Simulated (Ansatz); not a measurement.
A nudged elastic band was laid between two geometries of CH$_{6}$SSi (9 atoms, charge 0, multiplicity 1).

These are results of Ansatz, RKS revPBE-D4/def2-SVP, not measurements.

- movable images: 5
- climbing image: yes
- spring: 5.0 eV/Å²
- optimiser: quadratic models (default)
- start path: through a guess of the saddle point
- force threshold: 0.05 eV/Å
- iteration limit: 60
- end points: relaxed

Image 0:

```xyz
9
Properties=species:S:1:pos:R:3
C -0.700 1.035 -0.903
S 1.037 0.436 -0.738
Si 0.757 -1.002 0.844
H -1.383 0.213 -1.194
H -0.695 1.797 -1.706
H -1.055 1.505 0.035
H 2.111 -1.599 1.100
H -0.217 -2.081 0.445
H 0.235 -0.350 2.100
```

Image 6:

```xyz
9
Properties=species:S:1:pos:R:3
C -0.694 1.116 -0.800
S 1.060 0.750 -0.360
Si 0.753 -1.065 0.763
H -1.309 1.287 0.106
H -1.135 0.300 -1.405
H -0.681 2.043 -1.404
H 2.117 -1.521 1.195
H 0.096 -2.127 -0.081
H -0.119 -0.829 1.970
```

(1) What changes between the two ends?

(2) Give the energies along the band, and the barrier.

(3) What is the geometry of the highest image?

(4) What are the harmonic wavenumbers there?

The band took 6 iterations and roughly 70 core-seconds.

Answers

(1) No bond is made or broken. The dihedral H4–C1–S2–Si3 goes from -61 to 62°. The two ends are copies of one structure, up to a mirror image or an exchange of like atoms.

(2) The forces met the threshold. The highest image is number 3 of 0 to 6, 4.6 kJ/mol above the ends, which have the same energy within 2 meV. A vibrational analysis at the climbing image gives one clearly imaginary mode, 140i cm⁻¹: a first-order saddle point.

```
image  path coordinate (Å)  energy (kJ/mol)  dihedral H4–C1–S2–Si3 (°)
    0                 0.00              0.0                        -61
    1                 0.55              1.1                        -42
    2                 1.10              3.4                        -21
    3                 1.65              4.6                          0
    4                 2.21              3.3                         22
    5                 2.76              1.0                         43
    6                 3.32              0.0                         62
```

(3) 
```xyz
9
Properties=species:S:1:pos:R:3
C -0.694 1.121 -0.839
S 1.058 0.652 -0.473
Si 0.752 -1.066 0.789
H -1.417 0.446 -0.342
H -0.856 1.073 -1.933
H -0.870 2.155 -0.484
H 2.131 -1.552 1.133
H -0.016 -2.155 0.083
H 0.002 -0.720 2.050
```

(4) 140i, 126, 179, 495, 600, 620, 685, 884, 889, 932, 940, 948, 1294, 1399, 1416, 2146, 2148, 2187, 2985, 3093, 3096 cm⁻¹.

Run time: 70 s on 1 thread of Arm Neoverse V1 (shared host), peak memory 0.25 GiB.
